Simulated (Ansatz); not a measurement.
**AsH₃⁺, doublet: stretch scan**

Starting geometry (PBE0/def2-TZVP stationary point for this spin, not checked as a minimum):

```xyz
4

As    0.0001    0.0000   -0.0162
H     1.4362    0.0138    0.4059
H    -0.7317    1.2385    0.3977
H    -0.7085   -1.2513    0.3998
```

From there H3 moves along the line of the two atoms named below, all else staying in place; atoms are numbered as listed. Energies are in kcal/mol, counted from the starting geometry at the same level.

Basis 6-31G (Cartesian d functions); Ansatz 0.2.0. Correlated methods freeze the noble-gas cores and the filled d shells of p-block atoms. Prefix R: restricted or restricted open-shell reference; prefix U: unrestricted. Active spaces: valence = (7e, 7o) chosen from the atoms' valence shells. No spin–orbit coupling is included, and no scalar relativity.

Unrestricted rows (U) aren't spin-pure: their determinants' ⟨S²⟩ exceeds S(S+1) by up to 0.49, so they mix in states of higher spin. Runs in a small pair space aren't shown, since their orbitals change along the scan. A value is left out where its run failed or describes another state than the reference as far as symmetry and spin tell, or, spin-broken singlets apart, can't be checked. So is a cluster or MP2 value whose T1 reaches 0.2, or 0.1 on a determinant over 1 eV above the lowest, or whose CCSD ends far below full CI on such a determinant.

Full CI is exact within this basis and frozen core; it isn't the basis-set limit. The frozen core follows each run's orbitals, which can shift R against U totals by a few meV for light atoms and by up to 0.1 eV past Ca.

| distance As1-H3 (Å) | full CI | unpaired electrons (full CI) | error UHF | error UCCSD | error RCCSD(T) | error BCCD(T) | error RCCSDT | error MRCISD+Q (valence space) |
| --- | --- | --- | --- | --- | --- | --- | --- | --- |
| 1.226 | 27.6 | 1.02 | -2.8 | -0.1 | 0.0 | 0.0 | 0.0 | 0.0 |
| 1.340 | 8.0 | 1.02 | -1.8 | -0.1 | 0.0 | 0.0 | 0.0 | 0.0 |
| 1.497 | 0.0 | 1.02 | 0.0 | 0.0 | 0.0 | 0.0 | 0.0 | 0.0 |
| 1.678 | 4.8 | 1.03 | 2.6 | 0.1 | 0.0 | 0.0 | 0.0 | 0.0 |
| 1.806 | 12.2 | 1.05 | 4.7 | 0.3 | 0.1 | 0.1 | 0.0 | 0.0 |
| 2.024 | 26.8 | 1.09 | 8.8 | 0.6 | 0.2 | 0.2 | 0.0 | 0.0 |
| 2.343 | 46.3 | 1.23 | 6.7 | 1.4 | 0.3 | 0.3 | 0.1 | 0.0 |
| 2.767 | 63.3 | 1.54 | -2.7 | 1.7 | 0.9 | – | 0.1 | 0.0 |
| 3.246 | 70.2 | 1.17 | -7.2 | 0.2 | 0.2 | 0.2 | 0.0 | 0.3 |
| 4.068 | 71.1 | 1.04 | -7.2 | 0.0 | 0.0 | 0.0 | 0.0 | 0.0 |
| 5.137 | 71.2 | 1.04 | -7.1 | 0.0 | -0.1 | 0.0 | 0.0 | 0.0 |

Unpaired electrons are Σ n²(2−n)² over natural occupations. Errors are those of relative energies. In total energy the starting point itself misses full CI by: UHF 46.4, UCCSD 0.7, RCCSD(T) 0.2, BCCD(T) 0.2, RCCSDT 0.0, MRCISD+Q (valence space) 0.1 kcal/mol.

Spread of the error over the points with a reference, to 5.137 Å (largest less smallest): RCCSDT 0.1, MRCISD+Q (valence space) 0.3, BCCD(T) 0.4 (10 of 11 points), RCCSD(T) 0.9, UCCSD 1.9, UHF 16.1 kcal/mol.

Going outwards, the relative energy of UHF first misses by more than 1.0 kcal/mol at 1.678 Å.

Going outwards, the relative energy of UCCSD first misses by more than 1.0 kcal/mol at 2.343 Å.

MRCISD+Q (valence space) stays parallel to the reference within 0.3 kcal/mol over the points shown.
